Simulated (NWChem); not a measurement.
All runs are NWChem calculations. System: methanethiol (CH4S), charge 0, spin multiplicity 1, at a geometry optimised with PBE0/def2-SVP. Level: CIS/aug-cc-pVDZ.

The NWChem input:

```
start mol
memory heap 200 mb stack 900 mb global 1100 mb
geometry units angstroms nocenter noautoz
  C      1.046808     0.473258     0.000000
  S     -0.572000    -0.341304     0.000000
  H      1.198763     1.085518     0.899864
  H      1.795087    -0.331291     0.000000
  H      1.198763     1.085518    -0.899864
  H     -1.321467     0.781566     0.000000
  symmetry group Cs
end
basis spherical
  * library aug-cc-pvdz
end
dft
  xc hfexch
  semidirect memsize 60000000 filesize 0
  iterations 100
end
tddft
  cis
  nroots 6
  notriplet
  thresh 1e-4
end
task tddft energy
```

Part of the output:

```
             Northwest Computational Chemistry Package (NWChem) 7.3.0
             --------------------------------------------------------

                                NWChem Input Module
                                -------------------

 Scaling coordinates for geometry "geometry" by  1.889725989
 (inverse scale =  0.529177249)

 Turning off AUTOSYM since
 SYMMETRY directive was detected!

                             Geometry "geometry" -> ""
                             -------------------------

 Output coordinates in angstroms (scale by  1.889725989 to convert to a.u.)

  No.       Tag          Charge          X              Y              Z
 ---- ---------------- ---------- -------------- -------------- --------------
    1 C                    6.0000     1.04680800     0.47325800     0.00000000
    2 S                   16.0000    -0.57200000    -0.34130400     0.00000000
    3 H                    1.0000     1.19876300     1.08551800     0.89986400
    4 H                    1.0000     1.79508700    -0.33129100     0.00000000
    5 H                    1.0000     1.19876300     1.08551800    -0.89986400
    6 H                    1.0000    -1.32146700     0.78156600     0.00000000

 Effective nuclear repulsion energy (a.u.)      56.2439969532

            Nuclear Dipole moment (a.u.)
            ----------------------------
        X                 Y               Z
 ---------------- ---------------- ----------------
    -0.0000113384    -0.0000094486     0.0000000000

      Symmetry information
      --------------------

 Group name             Cs
 Group number              2
 Group order               2
 No. of unique centers     5

      Symmetry unique atoms

     1    2    3    4    6


 Summary of "ao basis" -> "" (spherical)
 ------------------------------------------------------------------------------
       Tag                 Description            Shells   Functions and Types
 ---------------- ------------------------------  ------  ---------------------
 *                        aug-cc-pvdz                 on all atoms

  xc_inp: hfexch multiplicative factor not found.
[...]
            d_CD3 =   5.9840 Angstrom
     Pearson C.C. =   0.0303

     Occ.   13  a"  ---  Virt.   16  a"       0.92109
     Occ.   13  a"  ---  Virt.   21  a"      -0.23994
     Occ.   13  a"  ---  Virt.   22  a"      -0.22344
     Occ.   13  a"  ---  Virt.   27  a"      -0.16520
  ----------------------------------------------------------------------------
  Root   5 singlet a"             0.286103068 a.u.                7.7853 eV
  ----------------------------------------------------------------------------
     Transition Moments    X  0.00000   Y  0.00000   Z -0.05300
     Transition Moments   XX -0.00000  XY  0.00000  XZ -1.10070
     Transition Moments   YY  0.00000  YZ  0.17736  ZZ -0.00000
     Dipole Oscillator Strength                    0.0005356819
     Electric Quadrupole                           0.0000001550
     Magnetic Dipole                               0.0000003105
     Total Oscillator Strength                     0.0005361475

          sigma_e =   3.8653 Angstrom
          sigma_h =   1.3975 Angstrom
         |d_h->e| =   1.4472 Angstrom
            d_exc =   4.3207 Angstrom
            d_CD1 =   3.9150 Angstrom
            d_CD2 =  -1.1843 Angstrom
            d_CD3 =   5.7679 Angstrom
     Pearson C.C. =   0.0296

     Occ.   10  a"  ---  Virt.   14  a'      -0.05161
     Occ.   13  a"  ---  Virt.   14  a'       0.42192
     Occ.   13  a"  ---  Virt.   15  a'       0.21745
     Occ.   13  a"  ---  Virt.   17  a'       0.73511
     Occ.   13  a"  ---  Virt.   18  a'      -0.08029
     Occ.   13  a"  ---  Virt.   19  a'      -0.19234
     Occ.   13  a"  ---  Virt.   20  a'       0.20297
     Occ.   13  a"  ---  Virt.   23  a'       0.13094
     Occ.   13  a"  ---  Virt.   24  a'      -0.17917
     Occ.   13  a"  ---  Virt.   25  a'      -0.26918
     Occ.   13  a"  ---  Virt.   28  a'      -0.09168
     Occ.   13  a"  ---  Virt.   29  a'       0.06569
     Occ.   13  a"  ---  Virt.   37  a'      -0.05330
  ----------------------------------------------------------------------------
  Root   6 singlet a"             0.324837221 a.u.                8.8393 eV
  ----------------------------------------------------------------------------
     Transition Moments    X -0.00000   Y  0.00000   Z  0.29597
     Transition Moments   XX -0.00000  XY -0.00000  XZ  0.10966
     Transition Moments   YY -0.00000  YZ -0.75766  ZZ -0.00000
     Dipole Oscillator Strength                    0.0189705147
     Electric Quadrupole                           0.0000001070
     Magnetic Dipole                               0.0000009501
     Total Oscillator Strength                     0.0189715717

          sigma_e =   3.9418 Angstrom
          sigma_h =   1.4007 Angstrom
         |d_h->e| =   1.7048 Angstrom
            d_exc =   4.4898 Angstrom
            d_CD1 =   4.2459 Angstrom
            d_CD2 =  -0.9664 Angstrom
            d_CD3 =   6.1947 Angstrom
     Pearson C.C. =   0.0224

     Occ.   13  a"  ---  Virt.   14  a'      -0.19746
     Occ.   13  a"  ---  Virt.   15  a'       0.13017
     Occ.   13  a"  ---  Virt.   17  a'       0.31161
     Occ.   13  a"  ---  Virt.   18  a'       0.54482
     Occ.   13  a"  ---  Virt.   19  a'       0.69437
     Occ.   13  a"  ---  Virt.   23  a'      -0.08236
     Occ.   13  a"  ---  Virt.   24  a'      -0.06159
     Occ.   13  a"  ---  Virt.   26  a'      -0.15995
     Occ.   13  a"  ---  Virt.   28  a'      -0.08924
     Occ.   13  a"  ---  Virt.   33  a'       0.08097
     Occ.   13  a"  ---  Virt.   34  a'       0.05549

              Target root =      1
          Target symmetry = none
      Ground state energy =   -437.729886497610
        Excitation energy =      0.214625631145
     Excited state energy =   -437.515260866465

  stored tddft:energy   -437.51526086646544

 Task  times  cpu:       93.2s     wall:       93.2s

 Total times  cpu:       93.3s     wall:       93.3s
```
